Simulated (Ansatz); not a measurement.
# Molecular dynamics of BClH3N

Input:

```yaml
crystal:
  periodic: [false, false, false]
  atoms:
    - { symbol: B, position_ang: [-0.06915, -0.38232, -0.209832] }
    - { symbol: H, position_ang: [-0.039722, -0.938387, 0.927377] }
    - { symbol: "N", position_ang: [1.214127, -0.291182, -0.869907] }
    - { symbol: H, position_ang: [1.639869, -1.161365, -0.8418] }
    - { symbol: H, position_ang: [1.423054, 0.377393, -1.698666] }
    - { symbol: Cl, position_ang: [-1.588167, 0.606364, -0.806812] }
basis:
  gaussian: { orbitals: def2-SVP }
hamiltonian:
  xc: b3lyp
md:
  timestep: 0.5
  n_steps: 100
  ensemble: nvt_langevin
  temperature: 200.0
  initial_velocities: maxwell_boltzmann
  seed: 682205
  friction: 0.05
  temperature_schedule:
    - { n_steps: 25, end_temperature: 200.0 }
    - { n_steps: 75, end_temperature: 600.0 }
```

Command:

```bash
$ ansatz run input.yaml --threads 1 --pin off --max-ram 2048MiB --backend cpu --events-out ev --progress --plain --runs-dir out
```

It goes on from the last frame of an earlier run, with new velocities.

Output, in part (one step line in 2, the closing report, with atoms numbered from 0):

```
md step     0: t =     0.00 fs  T =   166.7 K (target 200.0 K)  F+E_penalty+E_count = -14734.37777385 eV  E_kin = 0.129260 eV  (23 SCF iters)
md step     2: t =     1.00 fs  T =   234.6 K (target 200.0 K)  F+E_penalty+E_count = -14734.46980956 eV  E_kin = 0.181924 eV  (27 SCF iters)
md step     4: t =     2.00 fs  T =   317.3 K (target 200.0 K)  F+E_penalty+E_count = -14734.58213720 eV  E_kin = 0.246089 eV  (25 SCF iters)
md step     6: t =     3.00 fs  T =   391.7 K (target 200.0 K)  F+E_penalty+E_count = -14734.64960350 eV  E_kin = 0.303806 eV  (25 SCF iters)
md step     8: t =     4.00 fs  T =   394.5 K (target 200.0 K)  F+E_penalty+E_count = -14734.68045611 eV  E_kin = 0.305955 eV  (27 SCF iters)
md step    10: t =     5.00 fs  T =   442.9 K (target 200.0 K)  F+E_penalty+E_count = -14734.74208266 eV  E_kin = 0.343504 eV  (25 SCF iters)
md step    12: t =     6.00 fs  T =   544.8 K (target 200.0 K)  F+E_penalty+E_count = -14734.84560492 eV  E_kin = 0.422561 eV  (25 SCF iters)
md step    14: t =     7.00 fs  T =   537.4 K (target 200.0 K)  F+E_penalty+E_count = -14734.89677675 eV  E_kin = 0.416811 eV  (25 SCF iters)
md step    16: t =     8.00 fs  T =   506.1 K (target 200.0 K)  F+E_penalty+E_count = -14734.87048652 eV  E_kin = 0.392481 eV  (23 SCF iters)
md step    18: t =     9.00 fs  T =   475.6 K (target 200.0 K)  F+E_penalty+E_count = -14734.83096190 eV  E_kin = 0.368869 eV  (24 SCF iters)
md step    20: t =    10.00 fs  T =   399.3 K (target 200.0 K)  F+E_penalty+E_count = -14734.85194580 eV  E_kin = 0.309648 eV  (25 SCF iters)
md step    22: t =    11.00 fs  T =   490.5 K (target 200.0 K)  F+E_penalty+E_count = -14734.90424582 eV  E_kin = 0.380435 eV  (25 SCF iters)
md step    24: t =    12.00 fs  T =   538.9 K (target 200.0 K)  F+E_penalty+E_count = -14734.92077567 eV  E_kin = 0.417940 eV  (25 SCF iters)
md step    26: t =    13.00 fs  T =   522.2 K (target 202.7 K)  F+E_penalty+E_count = -14734.85646077 eV  E_kin = 0.404988 eV  (25 SCF iters)
md step    28: t =    14.00 fs  T =   371.7 K (target 213.3 K)  F+E_penalty+E_count = -14734.77679913 eV  E_kin = 0.288279 eV  (25 SCF iters)
md step    30: t =    15.00 fs  T =   372.4 K (target 224.0 K)  F+E_penalty+E_count = -14734.78755466 eV  E_kin = 0.288824 eV  (25 SCF iters)
md step    32: t =    16.00 fs  T =   344.9 K (target 234.7 K)  F+E_penalty+E_count = -14734.83756259 eV  E_kin = 0.267501 eV  (25 SCF iters)
md step    34: t =    17.00 fs  T =   279.4 K (target 245.3 K)  F+E_penalty+E_count = -14734.83682313 eV  E_kin = 0.216691 eV  (25 SCF iters)
md step    36: t =    18.00 fs  T =   318.1 K (target 256.0 K)  F+E_penalty+E_count = -14734.81228215 eV  E_kin = 0.246704 eV  (24 SCF iters)
md step    38: t =    19.00 fs  T =   305.3 K (target 266.7 K)  F+E_penalty+E_count = -14734.81449722 eV  E_kin = 0.236769 eV  (24 SCF iters)
md step    40: t =    20.00 fs  T =   316.0 K (target 277.3 K)  F+E_penalty+E_count = -14734.86673336 eV  E_kin = 0.245049 eV  (25 SCF iters)
md step    42: t =    21.00 fs  T =   371.9 K (target 288.0 K)  F+E_penalty+E_count = -14734.91045365 eV  E_kin = 0.288431 eV  (25 SCF iters)
md step    44: t =    22.00 fs  T =   309.3 K (target 298.7 K)  F+E_penalty+E_count = -14734.89118429 eV  E_kin = 0.239850 eV  (25 SCF iters)
md step    46: t =    23.00 fs  T =   326.8 K (target 309.3 K)  F+E_penalty+E_count = -14734.88462051 eV  E_kin = 0.253415 eV  (25 SCF iters)
md step    48: t =    24.00 fs  T =   406.6 K (target 320.0 K)  F+E_penalty+E_count = -14734.92802088 eV  E_kin = 0.315379 eV  (25 SCF iters)
md step    50: t =    25.00 fs  T =   360.1 K (target 330.7 K)  F+E_penalty+E_count = -14734.95173463 eV  E_kin = 0.279318 eV  (25 SCF iters)
md step    52: t =    26.00 fs  T =   307.6 K (target 341.3 K)  F+E_penalty+E_count = -14734.93905845 eV  E_kin = 0.238535 eV  (25 SCF iters)
md step    54: t =    27.00 fs  T =   387.8 K (target 352.0 K)  F+E_penalty+E_count = -14734.95213181 eV  E_kin = 0.300745 eV  (25 SCF iters)
md step    56: t =    28.00 fs  T =   515.3 K (target 362.7 K)  F+E_penalty+E_count = -14735.01580139 eV  E_kin = 0.399658 eV  (25 SCF iters)
md step    58: t =    29.00 fs  T =   606.0 K (target 373.3 K)  F+E_penalty+E_count = -14735.07450940 eV  E_kin = 0.469999 eV  (24 SCF iters)
md step    60: t =    30.00 fs  T =   521.6 K (target 384.0 K)  F+E_penalty+E_count = -14735.07533873 eV  E_kin = 0.404545 eV  (25 SCF iters)
md step    62: t =    31.00 fs  T =   424.6 K (target 394.7 K)  F+E_penalty+E_count = -14735.05230457 eV  E_kin = 0.329334 eV  (25 SCF iters)
md step    64: t =    32.00 fs  T =   399.5 K (target 405.3 K)  F+E_penalty+E_count = -14735.06755461 eV  E_kin = 0.309831 eV  (26 SCF iters)
md step    66: t =    33.00 fs  T =   384.6 K (target 416.0 K)  F+E_penalty+E_count = -14735.09472891 eV  E_kin = 0.298276 eV  (26 SCF iters)
md step    68: t =    34.00 fs  T =   358.6 K (target 426.7 K)  F+E_penalty+E_count = -14735.09060544 eV  E_kin = 0.278079 eV  (25 SCF iters)
md step    70: t =    35.00 fs  T =   268.0 K (target 437.3 K)  F+E_penalty+E_count = -14735.04624170 eV  E_kin = 0.207882 eV  (25 SCF iters)
md step    72: t =    36.00 fs  T =   209.9 K (target 448.0 K)  F+E_penalty+E_count = -14735.00956880 eV  E_kin = 0.162791 eV  (25 SCF iters)
md step    74: t =    37.00 fs  T =   217.8 K (target 458.7 K)  F+E_penalty+E_count = -14735.02077662 eV  E_kin = 0.168908 eV  (26 SCF iters)
md step    76: t =    38.00 fs  T =   205.6 K (target 469.3 K)  F+E_penalty+E_count = -14735.03404731 eV  E_kin = 0.159460 eV  (26 SCF iters)
md step    78: t =    39.00 fs  T =   209.1 K (target 480.0 K)  F+E_penalty+E_count = -14735.02687480 eV  E_kin = 0.162191 eV  (26 SCF iters)
md step    80: t =    40.00 fs  T =   244.3 K (target 490.7 K)  F+E_penalty+E_count = -14735.03432756 eV  E_kin = 0.189447 eV  (24 SCF iters)
md step    82: t =    41.00 fs  T =   263.2 K (target 501.3 K)  F+E_penalty+E_count = -14735.07948954 eV  E_kin = 0.204155 eV  (23 SCF iters)
md step    84: t =    42.00 fs  T =   285.4 K (target 512.0 K)  F+E_penalty+E_count = -14735.08261195 eV  E_kin = 0.221308 eV  (23 SCF iters)
md step    86: t =    43.00 fs  T =   217.8 K (target 522.7 K)  F+E_penalty+E_count = -14735.01050060 eV  E_kin = 0.168883 eV  (23 SCF iters)
md step    88: t =    44.00 fs  T =   301.5 K (target 533.3 K)  F+E_penalty+E_count = -14734.97458045 eV  E_kin = 0.233846 eV  (23 SCF iters)
md step    90: t =    45.00 fs  T =   233.1 K (target 544.0 K)  F+E_penalty+E_count = -14734.98619680 eV  E_kin = 0.180756 eV  (24 SCF iters)
md step    92: t =    46.00 fs  T =   284.7 K (target 554.7 K)  F+E_penalty+E_count = -14734.97855864 eV  E_kin = 0.220831 eV  (23 SCF iters)
md step    94: t =    47.00 fs  T =   288.3 K (target 565.3 K)  F+E_penalty+E_count = -14734.93711401 eV  E_kin = 0.223609 eV  (25 SCF iters)
md step    96: t =    48.00 fs  T =   240.3 K (target 576.0 K)  F+E_penalty+E_count = -14734.90084818 eV  E_kin = 0.186353 eV  (25 SCF iters)
md step    98: t =    49.00 fs  T =   366.3 K (target 586.7 K)  F+E_penalty+E_count = -14734.89084793 eV  E_kin = 0.284085 eV  (24 SCF iters)
md step   100: t =    50.00 fs  T =   322.4 K (target 597.3 K)  F+E_penalty+E_count = -14734.92444535 eV  E_kin = 0.250068 eV  (24 SCF iters)
Total energy: -14734.92464730 eV, -541.4984930977 hartree
Atom 0 at    -0.072152    -0.486604    -0.189824 Å, force     0.837188     0.436269     1.036788 eV/Å
Atom 1 at    -0.005711    -1.186882     0.860817 Å, force    -0.655551     0.595555    -1.103546 eV/Å
Atom 2 at     1.133131    -0.274874    -0.859485 Å, force     0.425333    -0.580143    -0.371402 eV/Å
Atom 3 at     2.038619    -0.714015    -0.711994 Å, force    -0.353911    -0.332144     0.577384 eV/Å
Atom 4 at     1.196558     0.202590    -1.739622 Å, force    -0.358376     0.645686    -0.447637 eV/Å
Atom 5 at    -1.428605     0.594086    -0.713426 Å, force     0.105317    -0.765223     0.308413 eV/Å
Dipole moment:     0.528494    -0.122451    -0.212151 e Å
```

All steps were run. The schedule's set-point averaged 467 K over the second half and the system 325 K, so it lags behind the ramp. A run of 0.05 ps of so small a system gives no equilibrium averages.

The same pairs are bonded in the first frame and the last. Pairs count as bonded within 1.25 times the sum of covalent radii (0.12 Å more for H–H).

Last frame:

```xyz
6
Properties=species:S:1:pos:R:3
B -0.072 -0.487 -0.190
H -0.006 -1.187 0.861
N 1.133 -0.275 -0.860
H 2.039 -0.714 -0.712
H 1.197 0.203 -1.740
Cl -1.429 0.594 -0.713
```

Run time: 100 s on 1 thread of Intel(R) Xeon(R) Platinum 8488C (Sapphire Rapids), on a shared host, peak memory 0.13 GiB.
